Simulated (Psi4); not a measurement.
# [S4]2+ ([S4]2+), step by step

Wanted: a structure relaxation (wB97X-D/STO-3G), then vibrational wavenumbers of [S4]2+ ([S4]2+). 

The results are computed with Psi4 1.11.

### 1 The molecule

The species is [S4]2+ (4 atoms), meant as a singlet with charge +2. Geometry: relaxed at GFN2-xTB. The run starts from this shape.

Bond lengths: S1–S2 2.051 Å, S2–S3 2.051 Å, S1–S4 2.051 Å, S3–S4 2.051 Å. Angles: S1–S2–S3 90.0°, S2–S1–S4 90.0°, S2–S3–S4 90.0°, S1–S4–S3 90.0°.

### 2 A structure relaxation at wB97X-D/STO-3G (density fitting) (run 1)

input.dat reads:

```
memory 1.6 GB

molecule system {
  2 1
  S     -0.730680    -0.794970    -0.967900
  S      1.248210    -0.367920    -0.639880
  S      0.730700     0.795430     0.967650
  S     -1.248240     0.367450     0.640120
  units angstrom
  symmetry c1
}

set basis STO-3G
set geom_maxiter 60

optimize('wb97x-d')
```

Run with:

```sh
$ psi4 -i input.dat -o output.dat -n 1
```

output.dat:

```text
Psi4 1.11 release

gradient() will perform analytic gradient computation.

   => Loading Basis Set <=

    Name: STO-3G
    Role: ORBITAL
    Keyword: BASIS

   => WB97X-D: Empirical Dispersion <=

    Chai and Head-Gordon Dispersion Correction

        s6 =       1.000000

         ---------------------------------------------------------
                                   SCF
                              RKS Reference
                        1 Threads,   1525 MiB Core
         ---------------------------------------------------------

  ==> Geometry <==

    Molecular point group: c1
    Full point group: C1

    Geometry (in Angstrom), charge = 2, multiplicity = 1:

       Center              X                  Y                   Z               Mass
    ------------   -----------------  -----------------  -----------------  -----------------
         S           -0.730677500000    -0.794967500000    -0.967897500000    31.972071174400
         S            1.248212500000    -0.367917500000    -0.639877500000    31.972071174400
         S            0.730702500000     0.795432500000     0.967652500000    31.972071174400
         S           -1.248237500000     0.367452500000     0.640122500000    31.972071174400

  Running in c1 symmetry.

  Rotational constants: A =      0.12539  B =      0.12535  C =      0.06268 [cm^-1]
  Rotational constants: A =   3758.99465  B =   3757.89883  C =   1879.22345 [MHz]
  Nuclear repulsion =  357.649373401669664

  Charge       = 2
  Multiplicity = 1
  Electrons    = 62
  Nalpha       = 31
  Nbeta        = 31

  ==> Algorithm <==

  SCF Algorithm Type is DF.
  DIIS enabled.
  MOM disabled.
  Fractional occupation disabled.
  Guess Type is SAD.
  Energy threshold   = 1.00e-08
  Density threshold  = 1.00e-08
  Integral threshold = 1.00e-12

  ==> Primary Basis <==

  Basis Set: STO-3G
    Blend: STO-3G
    Number of shells: 20
    Number of basis functions: 36
    Number of Cartesian functions: 36
    Spherical Harmonics?: true
    Max angular momentum: 1

  ==> DFT Potential <==

   => LibXC <=

    Version 7.1.2

   => Composite Functional: WB97X-D <=

    wB97X-D Hyb-GGA Exchange-Correlation Functional

    Deriv               =              1
    GGA                 =           TRUE
    Meta                =          FALSE

    Exchange Hybrid     =           TRUE
    MP2 Hybrid          =          FALSE

   => Exchange-Correlation Functionals <=

    1.0000   wB97X-D range-separated functional

   => Exact (HF) Exchange <=

    0.7780            HF,LR [omega = 0.2000]
    0.2220               HF

   => LibXC Density Thresholds  <==

    XC_HYB_GGA_XC_WB97X_D:  1.00E-14

   => Molecular Quadrature <=

    Radial Scheme          =       TREUTLER
    Pruning Scheme         =           NONE
    Nuclear Scheme         =       TREUTLER

    Blocking Scheme        =         OCTREE
    BS radius alpha        =              1
    Pruning alpha          =              1
    Radial Points          =             75
    Spherical Points       =            302
    Total Points           =          77384
    Total Blocks           =            646
    Max Points             =            256
    Max Functions          =             33
    Weights Tolerance      =       1.00E-15

   => Loading Basis Set <=

    Name: (STO-3G AUX)
    Role: JKFIT
    Keyword: DF_BASIS_SCF

  ==> Integral Setup <==

  DFHelper Memory: AOs need 0.015 GiB; user supplied 1.068 GiB.
  SCF_SUBTYPE=INCORE selected. In-core MEM_DF algorithm will be used.
  Using in-core AOs.

  ==> MemDFJK: Density-Fitted J/K Matrices <==

    J tasked:                   Yes
    K tasked:                   Yes
    wK tasked:                  Yes
    Omega:                2.000E-01
    Memory [MiB]:              1093
    Algorithm:                 Core
    Schwarz Cutoff:           1E-12
    Mask sparsity (%):      13.2716
    Fitting Condition:        1E-10

   => Auxiliary Basis Set <=

  Basis Set: (STO-3G AUX)
    Blend: DEF2-UNIVERSAL-JKFIT
    Number of shells: 152
    Number of basis functions: 512
    Number of Cartesian functions: 620
    Spherical Harmonics?: true
    Max angular momentum: 4

  Cached 100.0% of DFT collocation blocks in 0.050 [GiB].

  Minimum eigenvalue in the overlap matrix is 3.4534521911E-01.
  Reciprocal condition number of the overlap matrix is 1.8161002587E-01.
    Using symmetric orthogonalization.

  ==> Pre-Iterations <==

  SCF Guess: Superposition of Atomic Densities via on-the-fly atomic UHF (no occupation information).

   -------------------------
    Irrep   Nso     Nmo
   -------------------------
     A         36      36
   -------------------------
    Total      36      36
   -------------------------

  ==> Iterations <==

                           Total Energy        Delta E     RMS |[F,P]|

   @DF-RKS iter SAD: -1573.89489623247346   -1.57389e+03   0.00000e+00
   @DF-RKS iter   1: -1574.35110492071658   -4.56209e-01   7.14821e-03 DIIS/ADIIS
   @DF-RKS iter   2: -1574.43334701965364   -8.22421e-02   3.60901e-04 DIIS/ADIIS
   @DF-RKS iter   3: -1574.43353106896598   -1.84049e-04   5.08751e-05 DIIS
   @DF-RKS iter   4: -1574.43354234547041   -1.12765e-05   2.13768e-05 DIIS
   @DF-RKS iter   5: -1574.43354349606057   -1.15059e-06   2.42095e-05 DIIS
   @DF-RKS iter   6: -1574.43354424178779   -7.45727e-07   3.45404e-07 DIIS
   @DF-RKS iter   7: -1574.43354424202744   -2.39652e-10   4.77804e-08 DIIS
   @DF-RKS iter   8: -1574.43354424202948   -2.04636e-12   4.00112e-08 DIIS
   @DF-RKS iter   9: -1574.43354424202903    4.54747e-13   3.71381e-09 DIIS
  Energy and wave function converged.

  ==> Post-Iterations <==

[... 26 lines left out ...]
  @DF-RKS Final Energy: -1574.43354424202903
[... 5 lines left out ...]
    Two-Electron Energy =                1004.1917403216250477
[... 2 lines left out ...]
    VV10 Nonlocal Energy =                  0.0000000000000000
[... 16 lines left out ...]
 Dipole Y            :          0.0000452            0.0000000            0.0000452
[... 120 lines left out ...]
	                                 ==> Convergence Check <==
[... 8 lines left out ...]
	  Convergence Criteria     1.00e-06 *    3.00e-04 *             o    1.20e-03 *             o~
[... 119 lines left out ...]
   @DF-RKS iter   0: -1574.38680082524888   -1.57439e+03   5.31668e-03
[... 2 lines left out ...]
   @DF-RKS iter   3: -1574.44078454034116   -3.86353e-06   1.16975e-05 DIIS
[... 2 lines left out ...]
   @DF-RKS iter   6: -1574.44078528124714   -1.13587e-08   1.05282e-07 DIIS
[... 2 lines left out ...]
   @DF-RKS iter   9: -1574.44078528129353   -9.09495e-13   1.62366e-09 DIIS
[... 13 lines left out ...]
  @DF-RKS Final Energy: -1574.44078528129353
[... 5 lines left out ...]
    Two-Electron Energy =                 995.8777995192939443
[... 2 lines left out ...]
    VV10 Nonlocal Energy =                  0.0000000000000000
[... 16 lines left out ...]
 Dipole Y            :          0.0000172            0.0000000            0.0000172
[... 88 lines left out ...]
	                                 ==> Convergence Check <==
[... 8 lines left out ...]
	  Convergence Criteria     1.00e-06 *    3.00e-04 *             o    1.20e-03 *             o
[... 88 lines left out ...]
   @DF-RKS iter   0: -1574.43667143857328   -1.57444e+03   3.10422e-04
[... 2 lines left out ...]
   @DF-RKS iter   3: -1574.44084759285192   -5.16429e-08   1.75952e-06 DIIS
[... 2 lines left out ...]
   @DF-RKS iter   6: -1574.44084760920100   -3.09001e-10   8.43728e-08 DIIS
[... 2 lines left out ...]
  Energy and wave function converged.
[... 16 lines left out ...]
    Nuclear Repulsion Energy =            347.8005639186867484
[... 2 lines left out ...]
    DFT Exchange-Correlation Energy =     -74.5963695822417208
[... 2 lines left out ...]
    Total Energy =                      -1574.4408476092305591
[... 16 lines left out ...]
 Dipole Z            :          0.0000075            0.0000000            0.0000075
[... 89 lines left out ...]
	Measures of convergence in internal coordinates in au.
[... 73 lines left out ...]
    Weights Tolerance      =       1.00E-15
[... 22 lines left out ...]
   @DF-RKS iter   1: -1574.44087166641566   -2.70969e-04   1.66571e-05 DIIS
[... 2 lines left out ...]
   @DF-RKS iter   4: -1574.44087330892194   -1.15792e-08   1.73279e-06 DIIS
[... 2 lines left out ...]
   @DF-RKS iter   7: -1574.44087331392257   -4.54747e-12   3.69516e-08 DIIS
[... 8 lines left out ...]
    Final Occupation by Irrep:
[... 10 lines left out ...]
    One-Electron Energy =               -2842.9605306940984519
[... 2 lines left out ...]
    Empirical Dispersion Energy =          -0.0002853406992325
[... 16 lines left out ...]
 Dipole X            :          0.0000015            0.0000000            0.0000015
[... 43 lines left out ...]
    Weights Tolerance      =       1.00E-15
[... 52 lines left out ...]
	   Step    Total Energy     Delta E     Max Force     RMS Force      Max Disp      RMS Disp
[... 88 lines left out ...]
                           Total Energy        Delta E     RMS |[F,P]|
[... 3 lines left out ...]
   @DF-RKS iter   2: -1574.44086987529681   -7.40864e-07   5.83880e-06 DIIS
[... 2 lines left out ...]
   @DF-RKS iter   5: -1574.44087010606518   -3.87899e-10   2.35567e-07 DIIS
[... 2 lines left out ...]
  Energy and wave function converged.
[... 3 lines left out ...]
   Electrons on quadrature grid:
      Ntotal   =   62.0000094220 ; deviation = 9.422e-06

    Orbital Energies [Eh]
    ---------------------

    Doubly Occupied:

       1A    -88.571499     2A    -88.571402     3A    -88.571402
       4A    -88.571320     5A     -8.402904     6A     -8.399871
       7A     -8.399871     8A     -8.397093     9A     -6.337838
[... 6 lines of this table left out ...]
      28A     -0.831511    29A     -0.831511    30A     -0.778416
      31A     -0.778416

    Virtual:

      32A     -0.510649    33A     -0.430327    34A     -0.430327
      35A     -0.343735    36A     -0.330999

    Final Occupation by Irrep:
              A
    DOCC [    31 ]
    NA   [    31 ]
    NB   [    31 ]

  @DF-RKS Final Energy: -1574.44087010616704

   => Energetics <=

    Nuclear Repulsion Energy =            347.7724469757825432
    One-Electron Energy =               -2842.9711089022030137
    Two-Electron Energy =                 995.3543953479768334
    DFT Exchange-Correlation Energy =     -74.5963182108675085
    Empirical Dispersion Energy =          -0.0002853168560870
    VV10 Nonlocal Energy =                  0.0000000000000000
    Total Energy =                      -1574.4408701061670399

Computation Completed

Properties will be evaluated at   0.000000,   0.000000,   0.000000 [a0]

Properties computed using the SCF density matrix

 Multipole Moments:

 ------------------------------------------------------------------------------------
     Multipole            Electronic (a.u.)      Nuclear  (a.u.)        Total (a.u.)
 ------------------------------------------------------------------------------------

 L = 1.  Multiply by 2.5417464519 to convert [e a0] to [Debye]
 Dipole X            :          0.0000009            0.0000000            0.0000009
 Dipole Y            :          0.0000013           -0.0000000            0.0000013
 Dipole Z            :          0.0000016            0.0000000            0.0000016
 Magnitude           :                                                    0.0000023

 ------------------------------------------------------------------------------------

	total time  =          1 seconds =       0.02 minutes

         ------------------------------------------------------------
                                   SCF GRAD
         ------------------------------------------------------------

  ==> Geometry <==

    Molecular point group: c1
    Full point group: C1

    Geometry (in Angstrom), charge = 2, multiplicity = 1:

       Center              X                  Y                   Z               Mass
    ------------   -----------------  -----------------  -----------------  -----------------
         S           -0.751356372404    -0.817736747603    -0.995367149492    31.972071174400
         S            1.283623335103    -0.378263096614    -0.658190881333    31.972071174400
         S            0.751344349487     0.817890744295     0.995254452479    31.972071174400
         S           -1.283611312186     0.378109099922     0.658303578347    31.972071174400

  Nuclear repulsion =  347.772446975782543

   => Molecular Quadrature <=

    Radial Scheme          =       TREUTLER
    Pruning Scheme         =           NONE
    Nuclear Scheme         =       TREUTLER

    Blocking Scheme        =         OCTREE
    BS radius alpha        =              1
    Pruning alpha          =              1
    Radial Points          =             75
    Spherical Points       =            302
    Total Points           =          77644
    Total Blocks           =            650
    Max Points             =            256
    Max Functions          =             33
    Weights Tolerance      =       1.00E-15

  -Total Gradient:
     Atom            X                  Y                   Z
    ------   -----------------  -----------------  -----------------
       1        0.000089980710     0.000092748515     0.000103077583
       2       -0.000137385954     0.000041088615     0.000080486716
       3       -0.000089318563    -0.000082660673    -0.000108200232
       4        0.000136707366    -0.000051199725    -0.000075392966

	total time  =          0 seconds =       0.00 minutes

    			-----------------------------------------

    			 OPTKING 3.0: for geometry optimizations

    			        with contributions from

    			-----------------------------------------

	                            ===> Fragment 1 <==

	 Z (Atomic Numbers)          Masses                          Geom
	      16.000000            31.972071         -1.41985777 -1.54529850 -1.88097131
	      16.000000            31.972071          2.42569655 -0.71481366 -1.24380050
	      16.000000            31.972071          1.41983505  1.54558951  1.88075834
	      16.000000            31.972071         -2.42567383  0.71452264  1.24401347

	 - Coordinate -           - BOHR/RAD -       - ANG/DEG -
	 R(1,2)           =         3.985471           2.109020
	 R(1,4)           =         3.985472           2.109021
	 R(2,3)           =         3.985480           2.109025
[... 8 lines of this table left out ...]
	 D(3,2,1,4)       =        -0.000181          -0.010388

	        --- Internal Coordinate Step in ANG or DEG, aJ/ANG or AJ/DEG ---
	-------------------------------------------------------------------------------
	           Coordinate      Previous         Force          Change          New
	           ----------      --------        ------          ------        ------
	               R(1,2)       2.10902        0.00096        0.00022       2.10924
	               R(1,4)       2.10902        0.00096        0.00022       2.10924
	               R(2,3)       2.10902        0.00095        0.00021       2.10924
[... 8 lines of this table left out ...]
	           D(3,2,1,4)      -0.01039        0.00000        0.01184       0.00145
	-------------------------------------------------------------------------------

	                                 ==> Convergence Check <==

	Measures of convergence in internal coordinates in au.

	Criteria marked as inactive (o), active & met (*), and active & unmet ( ).

	----------------------------------------------------------------------------------------------
	   Step    Total Energy     Delta E     Max Force     RMS Force      Max Disp      RMS Disp
	----------------------------------------------------------------------------------------------
	  Convergence Criteria     1.00e-06 *    3.00e-04 *             o    1.20e-03 *             o
	----------------------------------------------------------------------------------------------
	     5   -1574.44087011    3.21e-06      1.17e-04 *    6.70e-05 o    4.08e-04 *    2.62e-04 o  ~
	----------------------------------------------------------------------------------------------

Next Geometry in Ang
	Fragment 1 (Ang)

	    S  -0.7514251066  -0.8179067361  -0.9954029742
	    S   1.2837468871  -0.3782139716  -0.6583222841
	    S   0.7514272749   0.8178856214   0.9954192520
	    S  -1.2837490553   0.3782350864   0.6583060063

    Final optimized geometry and variables:
    Molecular point group: c1
    Full point group: C1

    Geometry (in Angstrom), charge = 2, multiplicity = 1:

    S           -0.751356372404    -0.817736747603    -0.995367149492
    S            1.283623335103    -0.378263096614    -0.658190881333
    S            0.751344349487     0.817890744295     0.995254452479
    S           -1.283611312186     0.378109099922     0.658303578347

    Psi4 run time: 0:00:07.29

[set-up sections that repeat, and orbital energies of the middle runs, are left out above]
```

On the terminal:

```text
Optimizer: Optimization complete!
```

Wall time 8.4 s (1 thread of Intel Xeon 6975P-C (Granite Rapids), shared host); peak memory 0.31 GiB.

The path in brief:

```csv
step,energy from the first frame kept (eV),largest force (eV/Å)
0,0.0000,2.3091
1,-0.1970,0.1345
2,-0.1987,0.0085
3,-0.1994,0.0064
4,-0.1993,0.0085
```

After the run. Bond lengths: S1–S2 2.109 Å, S2–S3 2.109 Å, S1–S4 2.109 Å, S3–S4 2.109 Å. Angles: S1–S2–S3 90.0°, S2–S1–S4 90.0°, S2–S3–S4 90.0°, S1–S4–S3 90.0°.

### 3 The harmonic vibrations at wB97X-D/STO-3G (density fitting) (run 2)

calc.in reads:

```
memory 1600 MB

molecule {
  2 1
  S     -1.41986273    -1.54530275    -1.88097669
  S      2.42569214    -0.71481914    -1.24380451
  S      1.41983061     1.54558432     1.88075370
  S     -2.42567891     0.71451868     1.24400860
  units bohr
}

set basis STO-3G
set t 600.0
set rotational_symmetry_number 8

e_tot = frequencies('wb97x-d')
```

Run with:

```sh
$ psi4 -i calc.in -o calc.out -n 1
```

calc.out, cut to the lines that bear on the results:

```text
[...]
  Running in c1 symmetry.
[...]
  Nuclear repulsion =  347.772421444547831
[...]
  Multiplicity = 1
[...]
  Nalpha       = 31
  Nbeta        = 31
[...]
    Number of basis functions: 36
[...]
   @DF-RKS iter   1: -1574.36384657795270   -6.43850e-01   6.82322e-03 ADIIS/DIIS
[...]
   @DF-RKS iter   9: -1574.44082775858601    0.00000e+00   3.38184e-09 DIIS
[...]
  @DF-RKS Final Energy: -1574.44082775858601
   => Energetics <=
    Nuclear Repulsion Energy =            347.7680620622917331
    One-Electron Energy =               -2842.9625329406030687
    Two-Electron Energy =                 995.3501838606263163
    DFT Exchange-Correlation Energy =     -74.5962554037275254
    Empirical Dispersion Energy =          -0.0002853371736714
    VV10 Nonlocal Energy =                  0.0000000000000000
    Total Energy =                      -1574.4408277585862379
[...]
  -Total Gradient:
     Atom            X                  Y                   Z
    ------   -----------------  -----------------  -----------------
       1       -0.000076663142     0.000100265798     0.000142873573
       2       -0.000102824155    -0.000071227542    -0.000082534101
       3        0.000065597841     0.000021860966     0.000021457873
       4        0.000110242172    -0.000052035266    -0.000082864591
[...]
  ==> Harmonic Vibrational Analysis <==
[...]
  Freq [cm^-1]                 165.3768            387.2123            580.1387
[...]
  IR activ [km/mol]             0.0001              0.0000              4.3378
[...]
  Freq [cm^-1]                 580.5651            658.3790            671.8897
[...]
  IR activ [km/mol]             4.3374              0.0026              0.0000
[...]
  Total E_0, Enthalpy at 0 [K]                                                        -1574.43391269 [Eh]
[...]
  Total H, Enthalpy at  600.00 [K]                                                    -1574.42031828 [Eh]
[...]
  Total G, Gibbs energy at  600.00 [K]                                                -1574.49725592 [Eh]
[...]
```

Standard output:

```text
Warning: used thermodynamics relations inappropriate for low-frequency modes: ['165.3768' '387.2123' '580.1387' '580.5651']
```

Run time: 29 s. Hardware: 1 thread of Intel Xeon 6975P-C (Granite Rapids), shared host; peak memory 0.29 GiB.

### 4 What came out

| quantity | value |
| --- | --- |
| run 1, wB97X-D/STO-3G: total energy at the end | -1574.44087 Eh |
| run 1, wB97X-D/STO-3G: HOMO energy | -21.18 eV |
| run 1, wB97X-D/STO-3G: LUMO energy | -13.90 eV |
| run 1, wB97X-D/STO-3G: HOMO–LUMO gap | 7.29 eV |
| run 1, wB97X-D/STO-3G: dispersion energy | -0.75 kJ/mol |
| run 2, wB97X-D/STO-3G: total energy | -1574.44085 Eh |
| run 2, wB97X-D/STO-3G: lowest harmonic wavenumber | 165 cm⁻¹ |
| run 2, wB97X-D/STO-3G: highest harmonic wavenumber | 672 cm⁻¹ |
| run 2, wB97X-D/STO-3G: zero-point energy | 18.2 kJ/mol |
| run 2, wB97X-D/STO-3G: ideal-gas entropy at 600 K (symmetry number 8 as used) | 80.5 cal/(mol K) |

What this shows: The optimisation (run 1, wB97X-D/STO-3G) took 5 steps and changed the energy by -0.199 eV. All 6 modes (run 2, wB97X-D/STO-3G) are real, so the shape is a minimum at this level.
